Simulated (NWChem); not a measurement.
# water (H$_{2}$O); SMILES O

Give the equilibrium geometry at PBE-D3(BJ)/def2-SVP (NWChem) as a list of bonds and angles, with the point group.

point group C2v; any orientation.
Bonded distances (Å): O1–H2 0.975, O1–H3 0.975. Angles (°): H2–O1–H3 102.0.
